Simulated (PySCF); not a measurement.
Species: acetyl fluoride, C2H3FO.
SMILES: `CC(=O)F`

The closed-shell ground state was solved at several levels (PySCF, density fitting, gas phase, non-relativistic). Isolated species at its PBE0-D3(BJ)/def2-SVP geometry, gas phase.

| level | basis functions | HOMO (eV) | LUMO (eV) | gap (eV) | dipole (D) |
| --- | --- | --- | --- | --- | --- |
| PBE0/6-31G* | 62 | -8.60 | 0.00 | 8.60 | 2.80 |
| LC-wPBE/def2-SVPD | 110 | -11.95 | 1.92 | 13.87 | 3.02 |
| wB97X-D/def2-SVPD | 110 | -11.07 | 1.32 | 12.39 | 3.03 |
| PBE0/aug-cc-pVTZ | 253 | -9.02 | -0.50 | 8.52 | 2.98 |
| PBE0/def2-TZVPD | 181 | -9.02 | -0.49 | 8.53 | 2.98 |

Question: What might PBE0/6-31+G* (78 basis functions) give for the same quantities?

Answer: HOMO -9.04 eV, LUMO -0.46 eV, gap 8.58 eV, dipole 3.06 D.

Question: How much does the basis alone move the frontier levels among the 4 PBE0 rows (the withheld one included)?

Answer: The HOMO by 0.44 eV and the LUMO by 0.50 eV. By rising basis size (HOMO, LUMO in eV): 6-31G* -8.60, 0.00; 6-31+G* -9.04, -0.46; def2-TZVPD -9.02, -0.49; aug-cc-pVTZ -9.02, -0.50.

Question: How far do the dipole and the HOMO energy spread over the levels?

Answer: The dipole runs from 2.80 to 3.06 D (mean 2.98 D) and the HOMO from -11.95 to -8.60 eV.
